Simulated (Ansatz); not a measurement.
Process, species as SMILES: P#P (P2) + 3 [H][H] (H2) → 2 P (PH3)
B3LYP-D3(BJ)/def2-TZVP geometries, fixed; electronic energies without zero-point terms.
Largest species:
```xyz
4

P      0.0029     0.0016     0.1282
H     -0.0038     1.1839    -0.6561
H      1.0120    -0.6137    -0.6568
H     -1.0521    -0.5944    -0.6098
```
Charge 0, spin multiplicity 1.

Effect of the final integration grid (spheres per factor e of radius in core and valence, angular degree) at PBE0/aug-cc-pV(T+d)Z with Ansatz (a quantum-chemistry and plane-wave program), against the last row, where the energy of full hydrogenation is -50.29 kcal/mol. The default's grid is 13, 11, 36.

```tsv
setting	largest shift of a total energy (mEh)	shift of the energy of full hydrogenation (kcal/mol)
accuracy: medium (default)	0.000	0.000
final_grid: 4, 3, 11	-0.778	1.537
final_grid: 6, 5, 17	0.133	0.005
final_grid: 8, 7, 23	-0.010	0.007
final_grid: 10, 9, 29	0.000	0.000
final_grid: 18, 15, 47	0.000	0.000
final_grid: 26, 22, 59	0.000	0.000
```

Within 0.3 kcal/mol in the energy of full hydrogenation: accuracy: medium (default); final_grid: 6, 5, 17; final_grid: 8, 7, 23; final_grid: 10, 9, 29; final_grid: 18, 15, 47. The largest shift is 0.778 mEh in a total energy and 1.537 kcal/mol in the difference.
